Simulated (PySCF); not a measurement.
AlB⁺: from constants to spectrum

UHF-CCSD(T) constants of AlB⁺, ²Σ⁺ (doublet), unpaired electrons σ ↑ (PySCF, no relativity, basis sets Al aug-cc-pV(D+d)Z, B aug-cc-pVDZ; masses 26.9815 and 11.0093 u):

* ωe: 233.1 cm⁻¹
* ωexe: 2.55 cm⁻¹
* Be: 0.27762 cm⁻¹
* αe: 0.00429 cm⁻¹
* D (centrifugal): 1.58e-06 cm⁻¹
* De to Al⁺ + B: 0.71 eV

Q: Give the vibrational terms G(v) and spacings up to v = 6.

A: G(v) = ωe(v+½) − ωexe(v+½)².

| v | G(v) (cm⁻¹) | G(v) − G(v−1) | Bv (cm⁻¹) |
| --- | --- | --- | --- |
| 0 | 115.9 |  | 0.2755 |
| 1 | 343.9 | 228.0 | 0.2712 |
| 2 | 566.8 | 222.9 | 0.2669 |
| 3 | 784.6 | 217.8 | 0.2626 |
| 4 | 997.3 | 212.7 | 0.2583 |
| 5 | 1204.9 | 207.6 | 0.2540 |
| 6 | 1407.4 | 202.5 | 0.2497 |

Q: How well does the Morse estimate ωe²/(4ωexe) reproduce De, and what is D0?

A: It gives 0.66 eV, 93 % of the computed De. D0 = De − G(0) = 0.71 − 0.01 = 0.70 eV.

Correlated steps freeze 6 core orbitals. Correlated levels converge slowly with the basis: in double zeta they bind strong bonds too weakly, by up to about 1 eV, and carry superposition errors of some tenths. For an ion De counts to the pair picked by the measured ionisation energies or electron affinities, which need not be the lowest pair at this level. The state was picked by a PBE0 search and need not be the measured ground state.
